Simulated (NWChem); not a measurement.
All runs are NWChem calculations. System: nitrogen (N2), charge 0, spin multiplicity 1, at a geometry optimised with B3LYP/def2-SVP. Level: constrained PBE/def2-SVP.

NWChem printed:

```
             Northwest Computational Chemistry Package (NWChem) 7.3.0
             --------------------------------------------------------

                                NWChem Input Module
                                -------------------

 Scaling coordinates for geometry "geometry" by  1.889725989
 (inverse scale =  0.529177249)

                             Geometry "geometry" -> ""
                             -------------------------

 Output coordinates in angstroms (scale by  1.889725989 to convert to a.u.)

  No.       Tag          Charge          X              Y              Z
 ---- ---------------- ---------- -------------- -------------- --------------
    1 N                    7.0000     0.00000000     0.00000000     0.55019600
    2 N                    7.0000     0.00000000     0.00000000    -0.55019600

 Effective nuclear repulsion energy (a.u.)      23.5640437235

            Nuclear Dipole moment (a.u.)
            ----------------------------
        X                 Y               Z
 ---------------- ---------------- ----------------
     0.0000000000     0.0000000000     0.0000000000


 Summary of "ao basis" -> "" (spherical)
 ------------------------------------------------------------------------------
       Tag                 Description            Shells   Functions and Types
 ---------------- ------------------------------  ------  ---------------------
 *                          def2-svp                  on all atoms

  pbe96 is a nonlocal functional; adding pw91lda local functional.

                                 NWChem DFT Module
                                 -----------------

 Summary of "ao basis" -> "ao basis" (spherical)
 ------------------------------------------------------------------------------
       Tag                 Description            Shells   Functions and Types
 ---------------- ------------------------------  ------  ---------------------
 N                          def2-svp                 6       14   3s2p1d

 Summary of "ao basis" -> "ao basis" (spherical)
 ------------------------------------------------------------------------------
       Tag                 Description            Shells   Functions and Types
 ---------------- ------------------------------  ------  ---------------------
 N                          def2-svp                 6       14   3s2p1d

            General Information
            -------------------
          SCF calculation type: DFT
[...]
    25     -0.042363  2 N  d -1              11      0.028182  1 N  d -1

 Vector    7  Occ=2.000000D+00  E=-5.928233D-01
              MO Center=  7.8D-15,  5.8D-15,  5.3D-01, r^2= 9.8D-01
   Bfn.  Coefficient  Atom+Function         Bfn.  Coefficient  Atom+Function
  ----- ------------  ---------------      ----- ------------  ---------------
     6      0.498362  1 N  pz                 3     -0.369668  1 N  s
     2     -0.366405  1 N  s                 20     -0.346544  2 N  pz
    23      0.172691  2 N  pz                 9     -0.170322  1 N  pz
    17     -0.169799  2 N  s                  1     -0.160286  1 N  s
    16      0.070016  2 N  s

 Vector    8  Occ=0.000000D+00  E=-2.961310D-01
              MO Center=  1.0D-14, -8.0D-15,  1.6D-01, r^2= 1.1D+00
   Bfn.  Coefficient  Atom+Function         Bfn.  Coefficient  Atom+Function
  ----- ------------  ---------------      ----- ------------  ---------------
     4      0.538065  1 N  px                21      0.452559  2 N  px
     7     -0.441407  1 N  px                18     -0.335075  2 N  px
     5     -0.323238  1 N  py                22     -0.271871  2 N  py
     8      0.265172  1 N  py                19      0.201294  2 N  py

 Vector    9  Occ=0.000000D+00  E=-2.961310D-01
              MO Center=  2.3D-15,  1.7D-14,  1.6D-01, r^2= 1.1D+00
   Bfn.  Coefficient  Atom+Function         Bfn.  Coefficient  Atom+Function
  ----- ------------  ---------------      ----- ------------  ---------------
     5      0.538065  1 N  py                22      0.452559  2 N  py
     8     -0.441407  1 N  py                19     -0.335075  2 N  py
     4      0.323238  1 N  px                21      0.271871  2 N  px
     7     -0.265172  1 N  px                18     -0.201294  2 N  px

 Vector   10  Occ=0.000000D+00  E= 1.839213D-01
              MO Center= -2.3D-14, -6.3D-15, -4.2D-01, r^2= 1.7D+00
   Bfn.  Coefficient  Atom+Function         Bfn.  Coefficient  Atom+Function
  ----- ------------  ---------------      ----- ------------  ---------------
    17      4.382166  2 N  s                  3     -3.260523  1 N  s
    23      2.603886  2 N  pz                 9      1.741763  1 N  pz
     2     -0.868849  1 N  s                 16     -0.740413  2 N  s
     6     -0.311622  1 N  pz                 1     -0.181568  1 N  s
    20     -0.107309  2 N  pz                15     -0.073064  2 N  s

     ---------------------------------------------
      Total Density - Mulliken Population Analysis
     ---------------------------------------------

    Atom       Charge   Shell Charges
 -----------   ------   -------------------------------------------------------
    1 N    7     6.00   1.99  1.19  0.51  1.84  0.42  0.04
    2 N    7     8.00   1.99  1.04  0.96  2.53  1.44  0.04

     -------------------------------------------
      Total Density - Lowdin Population Analysis
     -------------------------------------------

    Atom       Charge   Shell Charges
 -----------   ------   -------------------------------------------------------
    1 N    7     6.34   1.98  0.93  0.61  1.72  1.01  0.10
    2 N    7     7.66   1.97  0.84  0.72  2.39  1.67  0.06

 center of mass
 --------------
 x =   0.00000000 y =   0.00000000 z =   0.00000000

 moments of inertia (a.u.)
 ------------------
          30.275113808623           0.000000000000           0.000000000000
           0.000000000000          30.275113808623           0.000000000000
           0.000000000000           0.000000000000           0.000000000000

     Multipole analysis of the density
     ---------------------------------

     L   x y z        total         alpha         beta         nuclear
     -   - - -        -----         -----         ----         -------
     0   0 0 0     -0.000000     -7.000000     -7.000000     14.000000

     1   1 0 0      0.000000      0.000000      0.000000      0.000000
     1   0 1 0      0.000000      0.000000      0.000000      0.000000
     1   0 0 1      1.640101      0.820050      0.820050      0.000000

     2   2 0 0     -7.514525     -3.757262     -3.757262      0.000000
     2   1 1 0     -0.000000     -0.000000     -0.000000      0.000000
     2   1 0 1      0.000000      0.000000      0.000000      0.000000
     2   0 2 0     -7.514525     -3.757262     -3.757262      0.000000
     2   0 1 1      0.000000      0.000000      0.000000      0.000000
     2   0 0 2     -8.896347    -12.015293    -12.015293     15.134238

 Task  times  cpu:        1.4s     wall:        1.4s

 Total times  cpu:        1.5s     wall:        1.5s
```

Problem. Write an NWChem input that would produce this output.

Solution. One answer among several that fit: 
```
start mol
memory heap 200 mb stack 800 mb global 1000 mb
geometry units angstroms nocenter noautoz noautosym
  N      0.000000     0.000000     0.550196
  N      0.000000     0.000000    -0.550196
end
basis spherical
  * library def2-svp
end
dft
  xc xpbe96 cpbe96
  semidirect memsize 60000000 filesize 0
  iterations 100
  convergence nolevelshifting
  cdft 2 2 charge -0.6 pop becke
end
task dft energy
```
